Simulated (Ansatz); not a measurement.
# One shape, several levels: doublet [SiH2]−

Aim: a comparison of 3 runs (U-r2SCAN/aug-cc-pVTZ, UBLYP/aug-cc-pVTZ, USVWN5/aug-cc-pVTZ) of doublet [SiH2]−. 

The results are computed with Ansatz 0.2.0.

32 further runs of the same task are left out: 32 set aside as unsound or not needed.

**1. Starting point**

[SiH2]− has 3 atoms, charge -1, and is taken as a doublet. As SMILES of the parent species, `[SiH2]`. Geometry: relaxed at PBE0-D4/def2-TZVP. That shape belongs to the parent species and isn't relaxed for this state.

Bond lengths: Si1–H2 1.525 Å, Si1–H3 1.525 Å. Angles: H2–Si1–H3 91.2°.

**2. The energy at U-r2SCAN/aug-cc-pVTZ (run 1)**

Input file in.yaml:

```yaml
crystal:
  periodic: [false, false, false]
  atoms:
    - {symbol: Si, position_ang: [-0.491200, 0.468600, -0.213600]}
    - {symbol: H, position_ang: [0.840300, 0.578600, 0.522500]}
    - {symbol: H, position_ang: [-0.349100, -1.047200, -0.308900]}
basis:
  gaussian: {orbitals: aug-cc-pVTZ}
total_charge: -1
magnetization: {spin_polarized: true, initial_magnetization: 1}
hamiltonian: {xc: {name: r2SCAN}}
accuracy: high
output: {orbitals: {seedname: orbitals}}
```

Started as:

```console
$ ansatz run in.yaml --threads 1 --pin off --max-ram 3480MiB --events-out events.jsonl --progress --plain --runs-dir runs
```

What it wrote:

```text
Warning: RAYON_NUM_THREADS=1 ignored (pool sized by the plan → 1); use --threads N
Functional definition: r2SCAN
  name "r2SCAN"
  parameter k0 = 0.174
  parameter k1 = 0.065
  parameter a1 = 4.9479
  exchange = r2scan_x(k0 = k0, k1 = k1, a1 = a1)
  correlation = r2scan_c
1418 factors; integrals over basis functions are off by at most 3.9e-9 eV
mean field evaluation 1: about -7908.2235 eV, gradient 6.2e0 eV
mean field evaluation 2: about -7908.3609 eV, gradient 4.4e0 eV
mean field evaluation 4: about -7908.5114 eV, gradient 2.7e-1 eV
mean field evaluation 8: about -7908.5118 eV, gradient 2.3e-2 eV
mean field evaluation 16: about -7908.5118 eV, gradient 8.1e-6 eV
mean field -7908.51177740 eV, -290.6324472375 hartree, gradient 9.5e-8 eV, S^2 0.761915; 0 other end points of the search recorded, 0 dependent functions left out
reference -7908.51181473 eV, -290.6324486096 hartree; 9, 8 occupied and 87, 88 virtual orbitals, 1418 factors
Total energy: -7908.51181473 eV, -290.6324486096 hartree
```

Run time: 9.6 s. Hardware: 1 thread of Arm Neoverse V1, shared host; peak memory 0.27 GiB.

**3. The energy at UBLYP/aug-cc-pVTZ (run 2)**

Input file input.yaml:

```yaml
crystal:
  periodic: [false, false, false]
  atoms:
    - {symbol: Si, position_ang: [-0.491200, 0.468600, -0.213600]}
    - {symbol: H, position_ang: [0.840300, 0.578600, 0.522500]}
    - {symbol: H, position_ang: [-0.349100, -1.047200, -0.308900]}
basis:
  gaussian: {orbitals: aug-cc-pVTZ}
total_charge: -1
accuracy: high
output: {orbitals: {seedname: orbitals}}
magnetization: {spin_polarized: true, initial_magnetization: 1}
hamiltonian: {xc: {name: BLYP}}
```

Started as:

```console
$ ansatz run input.yaml --threads 1 --pin off --max-ram 3480MiB --events-out events.jsonl --progress --plain --runs-dir runs
```

What it wrote:

```text
Warning: RAYON_NUM_THREADS=1 ignored (pool sized by the plan → 1); use --threads N
Functional definition: BLYP
  name "BLYP"
  parameter beta = 0.0042
  parameter a = 0.04918
  parameter b = 0.132
  parameter c = 0.2533
  parameter d = 0.349
  exchange = b88_x(beta = beta)
  correlation = lyp_c(a = a, b = b, c = c, d = d)
1418 factors; integrals over basis functions are off by at most 3.9e-9 eV
mean field evaluation 1: about -7908.7016 eV, gradient 8.4e0 eV
mean field evaluation 2: about -7908.7574 eV, gradient 7.3e0 eV
mean field evaluation 4: about -7909.1406 eV, gradient 4.3e-1 eV
mean field evaluation 8: about -7909.1428 eV, gradient 1.7e-2 eV
mean field evaluation 16: about -7909.1428 eV, gradient 3.1e-6 eV
mean field evaluation 32: about -7907.4671 eV, gradient 2.7e-3 eV
mean field -7909.14276107 eV, -290.6556354598 hartree, gradient 6.6e-9 eV, S^2 0.754081; 3 other end points of the search recorded, 0 dependent functions left out
reference -7909.14279436 eV, -290.6556366833 hartree; 9, 8 occupied and 87, 88 virtual orbitals, 1418 factors
Total energy: -7909.14279436 eV, -290.6556366833 hartree
```

It took 13 s on 1 thread of Arm Neoverse V1, shared host; peak memory 0.23 GiB.

**4. The energy at USVWN5/aug-cc-pVTZ (run 3)**

Input file run.yaml:

```yaml
crystal:
  periodic: [false, false, false]
  atoms:
    - {symbol: Si, position_ang: [-0.491200, 0.468600, -0.213600]}
    - {symbol: H, position_ang: [0.840300, 0.578600, 0.522500]}
    - {symbol: H, position_ang: [-0.349100, -1.047200, -0.308900]}
basis:
  gaussian:
    orbitals: aug-cc-pVTZ
total_charge: -1
magnetization:
  spin_polarized: true
  initial_magnetization: 1
hamiltonian:
  xc: {name: SVWN5}
accuracy: high
output: {orbitals: {seedname: orbitals}}
```

Started as:

```console
$ ansatz run run.yaml --threads 1 --pin off --max-ram 3480MiB --events-out events.jsonl --progress --plain --runs-dir runs
```

What it wrote:

```text
Warning: RAYON_NUM_THREADS=1 ignored (pool sized by the plan → 1); use --threads N
Functional definition: SVWN5
  name "SVWN5"
  exchange = slater_x
  correlation = vwn5_c
1418 factors; integrals over basis functions are off by at most 3.9e-9 eV
mean field evaluation 1: about -7876.8236 eV, gradient 8.0e0 eV
mean field evaluation 2: about -7876.9015 eV, gradient 6.3e0 eV
mean field evaluation 4: about -7877.1559 eV, gradient 2.8e-1 eV
mean field evaluation 8: about -7877.1568 eV, gradient 9.6e-3 eV
mean field evaluation 16: about -7877.1568 eV, gradient 1.0e-5 eV
mean field -7877.15677910 eV, -289.4801723034 hartree, gradient 9.2e-8 eV, S^2 0.752405; 0 other end points of the search recorded, 0 dependent functions left out
reference -7877.15678177 eV, -289.4801724014 hartree; 9, 8 occupied and 87, 88 virtual orbitals, 1418 factors
Total energy: -7877.15678177 eV, -289.4801724014 hartree
```

It took 3.3 s on 1 thread of Arm Neoverse V1, shared host; peak memory 0.2 GiB.

**5. The series**

```tsv
run	level	energy (Eh)	HOMO energy (eV)	LUMO energy (eV)	⟨S²⟩	wall time
1	U-r2SCAN/aug-cc-pVTZ	-290.632449	1.20	3.13	0.762	9.6 s
2	UBLYP/aug-cc-pVTZ	-290.655637	1.65	2.55	0.754	13 s
3	USVWN5/aug-cc-pVTZ	-289.480172	1.40	2.21	0.752	3.3 s
```

**6. What came out**

| quantity | value |
| --- | --- |
| run 3: total energy | -289.48017 Eh |
| run 3: HOMO energy (highest over α and β) | 1.40 eV |
| run 3: LUMO energy (lowest over α and β) | 2.21 eV |
| run 3: ⟨S²⟩ | 0.752 |

In words: Totals of different functionals can't be ranked against each other. In runs 1, 2, 3 the HOMO lies above zero, so the outermost electron may be held by the basis alone. All runs together took 26 s, the longest 13 s.
